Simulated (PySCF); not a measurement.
Magnetisability: `C[C@@H]1C[C@@H]1CF`, C$_{5}$H$_{9}$F

Molfile (atoms numbered from 1):
```
C5H9F
     RDKit          3D

 15 15  0  0  0  0  0  0  0  0999 V2000
    1.5541   -0.7480   -0.1443 C   0  0  0  0  0  0  0  0  0  0  0  0
    0.7947    0.5549   -0.1421 C   0  0  2  0  0  0  0  0  0  0  0  0
    0.0854    1.0286    1.0900 C   0  0  0  0  0  0  0  0  0  0  0  0
   -0.7098    0.6104   -0.1140 C   0  0  2  0  0  0  0  0  0  0  0  0
   -1.5607   -0.6282   -0.0465 C   0  0  0  0  0  0  0  0  0  0  0  0
   -1.8610   -1.0799   -1.3137 F   0  0  0  0  0  0  0  0  0  0  0  0
    1.1598   -1.4421    0.5933 H   0  0  0  0  0  0  0  0  0  0  0  0
    1.5026   -1.2171   -1.1256 H   0  0  0  0  0  0  0  0  0  0  0  0
    2.6005   -0.5640    0.0932 H   0  0  0  0  0  0  0  0  0  0  0  0
    1.2697    1.3174   -0.7491 H   0  0  0  0  0  0  0  0  0  0  0  0
    0.0728    0.3688    1.9448 H   0  0  0  0  0  0  0  0  0  0  0  0
    0.1157    2.0750    1.3514 H   0  0  0  0  0  0  0  0  0  0  0  0
   -1.1763    1.3965   -0.6963 H   0  0  0  0  0  0  0  0  0  0  0  0
   -1.0595   -1.4519    0.4680 H   0  0  0  0  0  0  0  0  0  0  0  0
   -2.5222   -0.4183    0.4375 H   0  0  0  0  0  0  0  0  0  0  0  0
  1  2  1  0
  2  3  1  0
  3  4  1  0
  4  5  1  0
  5  6  1  0
  4  2  1  0
  1  7  1  0
  1  8  1  0
  1  9  1  0
  2 10  1  6
  3 11  1  0
  3 12  1  0
  4 13  1  6
  5 14  1  0
  5 15  1  0
M  END
```

Computed with GIAO B3LYP/pcSseg-1 magnetisability, rotational g tensor and spin-rotation constants, non-relativistic, gas phase (PySCF 2.14.0). Geometry: GFN2-xTB, dihedral held. The dihedral C2–C4–C5–F6 is held at 270°.

What are the magnetisability and the molar susceptibility?

Isotropic -1088 × 10⁻³⁰ J/T², or -65.5 × 10⁻⁶ cm³/mol; principal values -1169, -1083, -1011 × 10⁻³⁰ J/T², anisotropy 137 × 10⁻³⁰ J/T² (root of half the summed squared differences of the principal values). The susceptibility is in cgs units.

Split it along the inertial axes a, b, c into diamagnetic and paramagnetic parts about the centre of mass, with the quadrupole moment.


| axis | χ (10⁻⁶ cm³/mol) | diamagnetic (10⁻⁶ cm³/mol) | paramagnetic (10⁻⁶ cm³/mol) | summed x² of all electrons (Å²) | quadrupole Θ (D Å) |
| --- | --- | --- | --- | --- | --- |
| a | -62.7 | -316.2 | 253.5 | 105.2 | -4.66 |
| b | -66.7 | -540.9 | 474.2 | 52.3 | +1.42 |
| c | -67.2 | -668.1 | 600.9 | 22.3 | +3.24 |

Anisotropies 2χaa − χbb − χcc = +8.5 and 2χbb − χaa − χcc = -3.5 × 10⁻⁶ cm³/mol. Θ is traceless in Buckingham's convention.

And the rotational g tensor?


| axis | rotational constant (GHz) | g | nuclear part | electronic part |
| --- | --- | --- | --- | --- |
| a | 5.5615 | -0.0053 | 0.6571 | -0.6624 |
| b | 2.5526 | -0.0019 | 0.5667 | -0.5687 |
| c | 2.0271 | -0.0021 | 0.5702 | -0.5723 |

Asymmetric top; isotopes 12C, 19F, 1H; no vibrational averaging.
